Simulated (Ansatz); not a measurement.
Relaxation of CH6OSi (9 atoms, charge 0, multiplicity 1), to a largest force component of 0.02 eV/Å in at most 40 steps.

The calculation used RKS BLYP/6-31G* in Ansatz.

```xyz
9
Properties=species:S:1:pos:R:3
Si 0.000 0.000 0.000
H 0.000 0.000 1.460
H 1.377 0.000 -0.486
H -0.688 1.191 -0.486
O -0.791 -1.371 -0.559
C -1.536 -2.268 0.250
H -1.225 -2.158 1.310
H -2.619 -2.040 0.157
H -1.349 -3.311 -0.083
```

**Question.** Where does it end, and by what steps?

**Answer.** It converged. The force dipped under the threshold on the way, but the program's further checks kept it going. After 10 steps the energy has fallen by 0.121 eV; O5 moved furthest, 0.57 Å.

| step | energy less start (eV) | largest force component (eV/Å) | accepted |
| --- | --- | --- | --- |
| 0 | 0.0000 | 0.809 | yes |
| 1 | -0.0613 | 0.282 | yes |
| 2 | -0.0696 | 0.125 | yes |
| 3 | -0.0945 | 0.186 | yes |
| 4 | -0.0942 | 0.533 | no |
| 5 | -0.1052 | 0.235 | yes |
| 6 | -0.1121 | 0.158 | yes |
| 7 | -0.1201 | 0.042 | yes |
| 8 | -0.1211 | 0.019 | yes |
| 9 | -0.1212 | 0.024 | yes |
| 10 | -0.1213 | 0.016 | yes |

```xyz
9
Properties=species:S:1:pos:R:3
Si 0.046 -0.054 0.042
H 0.288 0.153 1.512
H 1.302 0.222 -0.713
H -1.026 0.909 -0.387
O -0.361 -1.642 -0.309
C -1.537 -2.253 0.249
H -1.498 -2.281 1.355
H -2.459 -1.723 -0.060
H -1.586 -3.288 -0.126
```

Whether the end is a true minimum wasn't checked by a vibrational analysis.

The run took 18 s on 1 thread of Arm Neoverse V2, on a shared host, peak memory 0.12 GiB.
